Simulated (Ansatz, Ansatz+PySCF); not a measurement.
```tsv
atom	x (Å)	y (Å)	z (Å)
O	0.0000	0.0000	-0.1172
H	0.0000	0.0000	0.9374
```

UHF-MP2 on doublet OH was run in several spherical basis sets with Ansatz (development build ahead of 0.2.0). Frozen core: 1 orbital.

(1) Rank the basis sets by the total energy that they give, lowest first, with the distance from the lowest.
A. def2-TZVP
B. cc-pVTZ
C. cc-pVDZ
D. 6-31G(d)
E. def2-SVP

Results:

(1) B (0.00 eV), A (0.02 eV), C (2.04 eV), D (2.69 eV), E (3.94 eV).

Totals follow the description of the cores as much as that of the bonds, so this order isn't one of quality for chemistry.
